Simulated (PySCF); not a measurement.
Compound: C2H2F2N (doublet state).
Numbering: `[H]/[N:1]=[C:2]\[CH:3]([F:4])[F:5]` (hydrogens: H6 on N1; H7 on C3)

Structure used (GFN2-xTB), in Å, numbered top down from 1:
```
atom  x, y, z in Å
N1     1.6883   -0.4550    0.0019
C2     0.5205   -0.6471    0.2505
C3    -0.7825    0.0408    0.1288
F4    -0.7583    1.0445   -0.8070
F5    -1.7681   -0.7957   -0.2528
H6     2.1662    0.3264   -0.4457
H7    -1.0627    0.4910    1.0972
```

The hyperfine couplings belong to this conformer and change with its torsions.

Computed with UKS B3LYP, pcH-1 on C F H N, non-relativistic, mean-field spin-orbit, GIAO (PySCF 2.14.0). Isolated species at its GFN2-xTB geometry (one conformer only). The geometry wasn't refined by DFT: couplings that depend on bond lengths, twists or pyramidal angles can differ widely from those at the functional's own minimum. No stability test was run, so a lower SCF solution isn't excluded.

(1) Break the g tensor into its mass correction, gauge correction and orbital-Zeeman/spin–orbit terms.

(2) What are the electron Larmor frequencies g μB B/h along the three axes at 3350 mT?

(3) What effective moment and Curie constant follow for a powder?

(4) How much does each term add to the isotropic shift?

(5) In a frozen sample, at which fields do the three g values resonate at 9.5, 34, 94 and 263 GHz (hyperfine left aside), and which band first spreads them over more than twice a line width of 0.3 mT?

Answers

(1) 
```json
{"Δg (ppm)": "relativistic mass correction", "1": "-201", "2": "-201", "3": "-201"}
{"Δg (ppm)": "gauge correction", "1": "29", "2": "40", "3": "-26"}
{"Δg (ppm)": "orbital Zeeman/spin–orbit", "1": "-2793", "2": "108", "3": "1314"}
{"Δg (ppm)": "total", "1": "-2964", "2": "-53", "3": "1088"}
```

So g = 1.99936, 2.00227, 2.00341 and g_iso = 2.00168; the tensor is rhombic: the two nearest values differ by 28 % of g3 − g1. Axes: g1 points within 2° of the N1–C2 bond.

(2) 93.7446, 93.8811, 93.9346 GHz for g1, g2 and g3, a range of 190.0 MHz.

(3) With the mean of g² = 4.0067 and S(S+1) = 0.75: μ_eff = √(⟨g²⟩S(S+1)) = 1.734 μB and χT = 0.12505·⟨g²⟩·S(S+1) = 0.376 cm³ K/mol (cgs; spin-Hamiltonian part alone).

(4) The orbital-Zeeman/spin–orbit term -457, the mass correction -201 and the gauge correction 15 ppm, for a total of -643 ppm. The orbital-Zeeman/spin–orbit term is the largest in size. The mass correction is the same along every axis, so the anisotropy comes from the other two: their spans along these axes are 66 (gauge) and 4107 ppm (orbital Zeeman/spin–orbit).

(5) 
```tsv
band	GHz	B(g3) mT	B(g2) mT	B(g1) mT	spread mT
X	9.5	338.80	338.99	339.49	0.69
Q	34.0	1212.55	1213.24	1215.00	2.46
W	94.0	3352.33	3354.24	3359.13	6.79
J	263.0	9379.40	9384.74	9398.41	19.01
```

The spread grows in proportion to the frequency. X band is the first where it exceeds 0.6 mT.

The largest Mulliken spin populations are on C2 (+0.65), N1 (+0.18) and H6 (+0.10).

The HOMO–LUMO gaps are 4.74 eV among the α and 6.92 eV among the β orbitals.

Hardware: one thread of an Intel Xeon at 2.60 GHz, shared host with 128 logical CPUs at a one-minute load of 9.9. Cost: 12 s of wall time (with the writing of density and orbital grids), 0.50 GiB resident at most.
